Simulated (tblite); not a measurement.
Species: C5H9N (charge -1 and doublet state).
Cartesian coordinates in Å at the GFN2-xTB level; atoms count from 1:
```xyz
15
C5H9N angstrom
C      1.8244    0.0589    0.2445
N      0.4375    0.4119    0.2558
C     -0.4172   -0.4989    1.0159
C     -1.7723   -0.4212    0.3664
C     -1.6307    0.4748   -0.7699
C     -0.1630    0.5385   -1.0620
H      2.0279   -0.9303   -0.2236
H      2.3905    0.8131   -0.3118
H      2.2060    0.0282    1.2702
H      0.0029   -1.5417    0.9699
H     -0.3805   -0.2127    2.0881
H     -2.6264   -0.2851    1.0414
H     -2.2948    0.3533   -1.6350
H      0.1647    1.4940   -1.5158
H      0.2265   -0.2750   -1.7560
```

Computed values, GFN2-xTB/tblite, gas phase, harmonic and unscaled. This tight-binding method is rough: wavenumbers can miss measured ones by several per cent, in bad cases by 10 to 20. One conformer, not necessarily the lowest. Open shells enter through the occupations alone, without spin polarisation, and single modes of such species can be off by tens of per cent.

Harmonic wavenumbers (cm⁻¹): 129.2, 213.1, 234.3, 339.7, 344.7, 470.1, 562.8, 729.5, 763.0, 876.1, 958.7, 983.9, 1004.0, 1010.4, 1066.2, 1099.3, 1114.6, 1150.4, 1168.2, 1200.2, 1211.9, 1262.4, 1298.4, 1308.2, 1386.4, 1406.6, 1496.0, 1503.2, 1505.1, 1515.8, 2301.7, 2474.3, 2680.6, 2699.3, 2746.6, 2791.2, 2819.7, 2926.0, 2937.1.

A = 7189, B = 3431, C = 2491 MHz; mass 83.073 u (most abundant isotopes); point group C1, symmetry number 1; spin multiplicity 2.

**Question.** What is the zero-point energy?

**Answer.** ½Σν̃ = 26844 cm⁻¹ = 321.13 kJ/mol.

**Question.** What is S at 350 K and 1 bar for an ideal gas of classical rigid rotors and harmonic oscillators?

**Answer.** Translation 167.31, rotation 111.04, vibration 63.58, spin (R ln 2) 5.76: S = 347.7 J/(mol K).

**Question.** And Cp and H(350 K) − H(0)?

**Answer.** Cp = 123.53 J/(mol K), of which vibrations give 90.27 (their classical limit is 39 R = 324.3); H(350 K) − H(0) = 25.12 kJ/mol without the zero-point energy, 13.48 from vibrations.

**Question.** What must be added to the electronic energy to get the Gibbs energy at 350 K and 1 bar?

**Answer.** ZPE + [H(350 K) − H(0)] − T·S = 321.13 + 25.12 − 121.69 = 224.56 kJ/mol.

**Question.** Which modes carry the vibrational entropy at 350 K?

**Answer.** 129.2 cm⁻¹: 13.67; 213.1 cm⁻¹: 9.68; 234.3 cm⁻¹: 8.94; 339.7 cm⁻¹: 6.18; 344.7 cm⁻¹: 6.08; 470.1 cm⁻¹: 4.02 J/(mol K); the other 33 give 15.01 together.

**Question.** How do the functions run with temperature in this model?

**Answer.** 
```
T (K)  S (J/(mol K))  Cp (J/(mol K))  H − H(0) (kJ/mol)  G − H(0) (kJ/mol)  ln q(vib)
  100          250.5            50.7               3.90             -21.14       0.27
  200          293.5            76.3              10.26             -48.44       1.20
  300          330.0           106.8              19.36             -79.63       2.37
  500          399.9           170.5              47.27            -152.67       5.13
  800          495.7           236.8             109.23            -287.35       9.72
 1000          551.8           265.4             159.61            -392.21      12.80
```

q(vib) and H(0) count from the zero-point level.

Hindered rotation and anharmonicity are outside this model. Other conformers, if any are populated, would add a mixing term that is left out. The structure is chiral; the term R ln 2 for an equal mix with its mirror image is left out.

Hardware: one thread of an Arm Neoverse V2 (shared host). Cost: 0.25 s of wall time. The figure is for the frequency step alone.
